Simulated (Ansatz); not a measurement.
# F2O2S: the cost of one run

Program: Ansatz 0.2.0. Level of theory: the levels named in each step. These are calculated values, not measurements.

## (1) The system as given

Bond lengths: O1–S2 1.400 Å, S2–O3 1.400 Å, S2–F4 1.598 Å, S2–F5 1.598 Å. Angles: O1–S2–O3 124.9°, O1–S2–F4 108.5°, O1–S2–F5 108.6°, O3–S2–F4 108.5°, O3–S2–F5 108.5°, F4–S2–F5 93.2°.

As a file:

```xyz
5

O    -0.2473   -1.1270   -0.9686
S    -0.0745   -0.1846    0.0524
O    -0.3701   -0.4037    1.4035
F    -0.7582    1.1869   -0.4017
F     1.4039    0.4138   -0.0530
```

## (2) A rough first relaxation, PBE-D4/def2-SVP

This run stands in another session on the same molecule. It ended at:

```xyz
5

O    -0.2450   -1.1421   -1.0151
S    -0.0722   -0.1789    0.0508
O    -0.3731   -0.3900    1.4503
F    -0.7823    1.1931   -0.4046
F     1.4262    0.4033   -0.0489
```

## (3) Relaxation, B2PLYP/def2-TZVPP

The input, input.yaml:

```yaml
crystal:
  periodic: [false, false, false]
  atoms:
    - { symbol: O, position_ang: [-0.24495717, -1.14207217, -1.01513496] }
    - { symbol: S, position_ang: [-0.07217592, -0.1789292, 0.05081129] }
    - { symbol: O, position_ang: [-0.37307302, -0.39004718, 1.45032161] }
    - { symbol: F, position_ang: [-0.78227607, 1.19309337, -0.40458705] }
    - { symbol: F, position_ang: [1.42622218, 0.40325518, -0.04890089] }
basis:
  gaussian: { orbitals: def2-TZVPP }
hamiltonian:
  xc: { name: B2PLYP }
relax:
  f_tol: 0.002
  max_steps: 150
```

The run is started by

```console
$ ansatz run input.yaml --threads 4 --pin off --max-ram 10240MiB --backend cpu --events-out ev --progress --plain --runs-dir out
```

What time and memory should one allow on 4 threads of Intel Xeon at 2.70GHz, shared host?

About 65 s, with a peak of 0.59 GiB.
